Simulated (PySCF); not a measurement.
H2S, SMILES S (connectivity only; charge and spin as stated), charge +1, multiplicity 2. Geometry optimised at PBE-D3(BJ)/def2-TZVPD. The spin state was assumed, not searched.

Calculation: PBE-D3(BJ)/def2-TZVPD (PySCF 2.14.0).

Harmonic wavenumbers (cm⁻¹): 1141, 2495, 2498. Rotational constants (GHz): 292.7, 255.0, 136.3; symmetry number 2.

Problem. Work out the zero-point energy and the ideal-gas rigid-rotor harmonic-oscillator thermochemistry at 298.15 K and 1 atm.

Solution. ZPE = ½ Σ hcν = ½ × 6134 cm⁻¹ = 36.69 kJ/mol. H − E(el) = 46.66 kJ/mol. Entropy in J/(mol K): translation 152.75, rotation 53.32, vibration 0.22, spin 5.76, total 212.06. G − E(el) = -16.56 kJ/mol. Cp = 34.30 J/(mol K).
